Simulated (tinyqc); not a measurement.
Ways to converge the cycle: SCF convergence aids in the sto-3g basis, for H2O, spin multiplicity 1. Computed by the program tinyqc with PySCF. Command: `OMP_NUM_THREADS=1 python tinyqc.py 112885 112886 out.jsonl`; one thread of a shared host (Intel(R) Xeon(R) Processor @ 2.60GHz), about 0.5 s.

Geometry (angstrom):
```
atom       x        y       z
O     0.0000   0.0000  0.0000
H     0.0000   0.9540  0.5700
H     0.0000  -0.9180  0.5480
```

lowest restricted solution found by these runs and by PySCF = -74.929760 hartree

RHF with one setting changed at a time; a run stops when the energy changes by less than 1e-09 hartree and the error matrix is below 1e-5. The start is random orbitals. Damping d keeps d of the old density; a shift (hartree) raises the virtual levels; DIIS n extrapolates F over n matrices.

Largest element of the error matrix X^T (FDS - SDF) X:
```
iteration    plain  damping 0.3  damping 0.6  shift 0.4   DIIS 3   DIIS 8
1          1.5e+01      1.5e+01      1.5e+01    1.5e+01  1.5e+01  1.5e+01
2          6.2e-01      4.2e+00      8.6e+00    5.2e-01  6.2e-01  6.2e-01
3          9.8e-02      1.3e+00      5.0e+00    2.4e-01  1.1e-01  1.1e-01
4          2.1e-02      4.1e-01      3.0e+00    1.6e-01  2.2e-02  2.2e-02
5          1.1e-02      1.3e-01      1.8e+00    9.7e-02  1.0e-02  9.7e-03
6          6.1e-03      4.2e-02      1.1e+00    6.0e-02  6.9e-04  6.8e-04
8          1.8e-03      1.2e-02      4.1e-01    2.4e-02  7.1e-05  2.8e-05
10         5.6e-04      5.3e-03      1.5e-01    1.0e-02  5.8e-06  1.4e-06
14         5.2e-05      1.1e-03      2.1e-02    2.4e-03        -        -
20               -      1.0e-04      3.9e-03    2.7e-04        -        -
30               -            -      5.0e-04    7.3e-06        -        -
45               -            -      2.3e-05          -        -        -
```

How each run ends:
```
run          iterations  E (hartree)         state
plain                17    -74.92976  lowest found
damping 0.3          27    -74.92976  lowest found
damping 0.6          50    -74.92976  lowest found
shift 0.4            30    -74.92976  lowest found
DIIS 3               10    -74.92976  lowest found
DIIS 8               10    -74.92976  lowest found
```

6 of 6 runs reach the lowest restricted solution found, in 10 to 50 iterations (fastest: DIIS 3, DIIS 8). Plain steps already contract here, so damping only slows them. DIIS 3 and DIIS 8 gain by cancelling the error over several earlier matrices, much as a quasi-Newton step does.
